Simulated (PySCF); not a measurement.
Ionisation energies (eV) were calculated with PySCF 2.14 by PBE0, UHF, LDA, in another order, as differences of total energies without spin-orbit coupling. The measured values are between term centres (NIST).

| species | measured | A | B | C |
| --- | --- | --- | --- | --- |
| He (x2c-QZVPPall with one added diffuse shell each of s, p, d type, spin-free X2C) | 24.587 | 23.450 | 24.450 | 24.305 |
| Ca (x2c-QZVPPall with one added diffuse shell each of s, p, d, f type, spin-free X2C) | 6.113 | 5.136 | 6.013 | 6.232 |
| Mn⁺ (x2c-QZVPPall with one added diffuse shell each of s, p, d, f, g type, spin-free X2C) | 15.640 | 14.852 | 15.966 | 16.516 |
| Co (x2c-QZVPPall with one added diffuse shell each of s, p, d, f, g type, spin-free X2C) | 7.869 | 8.298 | 7.862 | 7.884 |
| Pd (x2c-QZVPPall with one added diffuse shell each of s, p, d, f, g type, spin-free X2C) | 8.512 | 6.250 | 8.437 | 9.299 |
| Cd⁺ (x2c-QZVPPall with one added diffuse shell each of s, p, d, f, g type, spin-free X2C) | 16.908 | 15.572 | 17.011 | 17.712 |
| In (x2c-QZVPPall with one added diffuse shell each of s, p, d, f type, spin-free X2C) | 5.603 | 5.219 | 5.629 | 5.727 |
| Sb (x2c-QZVPPall with one added diffuse shell each of s, p, d, f type, spin-free X2C) | 9.124 | 8.572 | 9.041 | 9.128 |

Task: Which column is which method?

Result: A is UHF (mean error -0.88 eV); B is PBE0 (mean error 0.01 eV); C is LDA (mean error 0.31 eV). Hartree-Fock lacks the correlation of the electron removed and comes out lowest. PBE0, with a quarter of exact exchange, lies close to experiment on average. LDA overbinds the outer electron and comes out highest.
